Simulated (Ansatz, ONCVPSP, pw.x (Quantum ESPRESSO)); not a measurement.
# From atom to crystal: ONCV potential for copper (Cu)

- Element: Cu
- Generator: ONCVPSP 4.0.1
- Type: optimised norm-conserving Vanderbilt (ONCV)
- Functional: PBEsol
- Relativity: scalar-relativistic
- Frozen core: [Ne] 3s2
- Valence charge: 17
- Reference configuration: 3p6 3d10 4s1
- Partial waves: 4s: rc 2.44 bohr, ncon 3, nbas 6, qcut 2.7 1/bohr, 2 projectors, debl 3.9 Ha; 3p: rc 1.16 bohr, ncon 4, nbas 8, qcut 12 1/bohr, 2 projectors, debl 0.9 Ha; 3d: rc 1.34 bohr, ncon 4, nbas 9, qcut 10.5 1/bohr, 2 projectors, debl 1.8 Ha
- Local potential: polynomial inside 1.00 bohr (lpopt 5, dvloc0 0 Ha)
- Core correction: none

In the p channel the program set the typed energies aside and used -2.646, 0.250 Ha.

Atomic tests: cutoffs needed: 49 Ha and 56 Ha (the cutoffs (Ha) at which the residual kinetic energy of the hardest occupied pseudo-wave falls to 1 and 0.1 mHa per electron); ghost test: no bound ghost flagged; GHOST(+) flagged for s at 31.7 eV; configuration tests: 1 of 4 tests not solved or not reliable.

Crystal test: fcc Cu in pw.x 7.5, no spin, 16³ k-points, Fermi–Dirac smearing 0.01 Ry, cutoffs 130/520 Ry. The reference is all-electron LAPW (Ansatz 0.2.0) with the same functional, mesh and smearing; V0 and B0 come from Birch–Murnaghan fits to the pressures at five volumes. Errors are pseudo minus all-electron; Δ is the rms difference of the E(V) curves that follow from these fits, minima aligned, over ±6 % about the mean V0. Mesh and smearing are coarse, so the numbers serve the comparison and aren't converged zero-temperature values; the lattice is a test structure that the element need not adopt.

All-electron: a0 = 3.564 Å (V0 = 11.32 Å³/atom), B0 = 167.7 GPa.

Q: How far does the potential miss the all-electron equation of state?

A: mean pressure error (GPa): +8.15; a0 (Å): 3.619; a0 error (%): +1.54; B0 error (%): +19.9; Δ (meV/atom): 19.9. This is a poor potential for the solid. The generator flags a localised state at positive energy (s at 32 eV). Atomic configuration tests: 1 of 4 tests not solved or not reliable.

```csv
V (Å³/atom),P all-electron (GPa),P pseudo (GPa)
10.789,9.10,17.41
11.073,3.92,13.17
11.357,-0.53,8.36
11.641,-4.36,3.47
11.925,-7.66,-1.17
```

Input at the middle volume:

```
&control
  calculation='scf', prefix='x', pseudo_dir='./', outdir='./tmp', tstress=.true., disk_io='low'
/
&system
  ibrav=0, nat=1, ntyp=1, ecutwfc=130, ecutrho=520, nbnd=17,
  occupations='smearing', smearing='fd', degauss=0.01
/
&electrons
  conv_thr=1e-09, mixing_beta=0.4, electron_maxstep=70
/
ATOMIC_SPECIES
Cu 1.0 Cu.UPF
CELL_PARAMETERS angstrom
  0.00000000 1.78406721 1.78406721
  1.78406721 0.00000000 1.78406721
  1.78406721 1.78406721 0.00000000
ATOMIC_POSITIONS crystal
Cu 0.0000 0.0000 0.0000
K_POINTS automatic
16 16 16 0 0 0
```

```bash
pw.x < Cu.scf.in > Cu.scf.out
```

Lines of the output:

```
Message from routine setup:
     using ibrav=0 with symmetry is DISCOURAGED, use correct ibrav instead
     lattice parameter (alat)  =       4.7679  a.u.
     unit-cell volume          =      76.6408 (a.u.)^3
     number of electrons       =        17.00
     number of Kohn-Sham states=           17
     kinetic-energy cutoff     =     130.0000  Ry
     charge density cutoff     =     520.0000  Ry
     scf convergence threshold =      1.0E-09
     Exchange-correlation= PBESOL
     number of k points=   145  Fermi-Dirac smearing, width (Ry)=  0.0100
     iteration #  1     ecut=   130.00 Ry     beta= 0.40
     total energy              =    -290.40283007 Ry
     estimated scf accuracy    <       0.33407119 Ry
     iteration #  2     ecut=   130.00 Ry     beta= 0.40
     total energy              =    -290.49673654 Ry
     estimated scf accuracy    <       0.10778519 Ry
     iteration #  3     ecut=   130.00 Ry     beta= 0.40
     total energy              =    -290.51227696 Ry
     estimated scf accuracy    <       0.00200699 Ry
     iteration #  4     ecut=   130.00 Ry     beta= 0.40
     total energy              =    -290.51285024 Ry
     estimated scf accuracy    <       0.00108917 Ry
     iteration #  5     ecut=   130.00 Ry     beta= 0.40
     total energy              =    -290.51285822 Ry
     estimated scf accuracy    <       0.00016162 Ry
     iteration #  6     ecut=   130.00 Ry     beta= 0.40
     total energy              =    -290.51288121 Ry
     estimated scf accuracy    <       0.00000343 Ry
     iteration #  7     ecut=   130.00 Ry     beta= 0.40
     total energy              =    -290.51288196 Ry
     estimated scf accuracy    <       0.00000028 Ry
     iteration #  8     ecut=   130.00 Ry     beta= 0.40
     total energy              =    -290.51288187 Ry
     estimated scf accuracy    <       0.00000030 Ry
     iteration #  9     ecut=   130.00 Ry     beta= 0.40
     total energy              =    -290.51288188 Ry
     estimated scf accuracy    <       0.00000003 Ry
     iteration # 10     ecut=   130.00 Ry     beta= 0.40
     total energy              =    -290.51288188 Ry
     estimated scf accuracy    <          1.5E-09 Ry
     iteration # 11     ecut=   130.00 Ry     beta= 0.40
     the Fermi energy is    16.5184 ev
!    total energy              =    -290.51288188 Ry
     estimated scf accuracy    <          9.0E-10 Ry
     smearing contrib. (-TS)   =      -0.00138470 Ry
     The total energy is F=E-TS. E is the sum of the following terms:
     one-electron contribution =    -154.20209547 Ry
     hartree contribution      =      90.74997410 Ry
     xc contribution           =     -30.54965249 Ry
     ewald contribution        =    -196.50972332 Ry
     convergence has been achieved in  11 iterations
          total   stress  (Ry/bohr**3)                   (kbar)     P=       83.59
```

The run at the middle volume (145 k-points, 11 iterations) took about 63 s on one core of a shared host (Intel(R) Xeon(R) Processor @ 2.60GHz, 24 threads, 31 GiB, load 5).
